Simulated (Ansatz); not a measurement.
Conformers of C₇H₁₆ (`CCC(C)(C)CC`), each relaxed with PBE0-D4/def2-TZVP in Ansatz. CBS adds the triple-zeta coupled-cluster correction to the MP2 limit.

Not all of them had a frequency check.

Conformer A:

```xyz
23

C     0.420    2.081    1.166
C    -0.471    1.030    0.523
C     0.213   -0.284    0.115
C     1.286   -0.029   -0.942
C     0.862   -0.943    1.330
C    -0.842   -1.262   -0.428
C    -1.612   -0.826   -1.664
H     0.861    1.729    2.101
H    -0.158    2.979    1.397
H     1.236    2.382    0.505
H    -0.940    1.469   -0.363
H    -1.290    0.786    1.211
H     0.887    0.512   -1.804
H     2.111    0.560   -0.536
H     1.704   -0.973   -1.302
H     0.128   -1.112    2.124
H     1.287   -1.913    1.057
H     1.670   -0.334    1.740
H    -0.338   -2.212   -0.642
H    -1.553   -1.475    0.380
H    -2.308   -1.610   -1.973
H    -2.201    0.076   -1.486
H    -0.949   -0.630   -2.509
```

Conformer B:

Z-matrix (Å, degrees):
```
C
C 1 1.520
H 1 1.092 2 110.5
H 1 1.092 2 112.0 3 119.6
H 1 1.093 2 111.9 3 -119.5
C 2 1.536 1 116.2 3 -178.5
H 2 1.096 1 109.2 3 -56.6
H 2 1.095 1 109.1 3 58.3
C 6 1.527 2 110.2 1 64.4
C 6 1.527 2 108.1 1 -177.4
C 6 1.536 2 111.9 1 -55.9
H 9 1.093 6 111.8 2 -64.1
H 9 1.094 6 111.0 2 56.6
H 9 1.094 6 110.6 2 176.2
H 10 1.093 6 111.8 2 58.5
H 10 1.094 6 111.0 2 179.1
H 10 1.094 6 110.6 2 -61.2
C 11 1.520 6 116.2 2 -55.9
H 11 1.097 6 107.6 2 -178.7
H 11 1.095 6 108.6 2 67.5
H 18 1.092 11 110.5 6 -178.6
H 18 1.093 11 111.9 6 61.9
H 18 1.092 11 112.0 6 -59.0
```

(1) Which is lowest in electronic energy at CCSD(T)/CBS (frozen core, def2 sets), and by how much? (Best estimate.)

(2) Give the energies relative to B (kJ/mol) with PBE-D4/def2-TZVPP, ωB97M-V/def2-TZVPP, PBE/def2-TZVPP, r2SCAN/def2-TZVPP, MP2/def2-TZVPP, SCS-MP2/def2-QZVPP, CCSD/CBS(def2). (Best estimate.)

Answers

(1) Computed: B; A lies 2.5 kJ/mol higher.

(2) The calculation gave: 
```tsv
level	A
PBE-D4/def2-TZVPP	2.2
ωB97M-V/def2-TZVPP	2.7
PBE/def2-TZVPP	1.6
r2SCAN/def2-TZVPP	2.4
MP2/def2-TZVPP	2.9
SCS-MP2/def2-QZVPP	2.5
CCSD/CBS(def2)	2.4
```
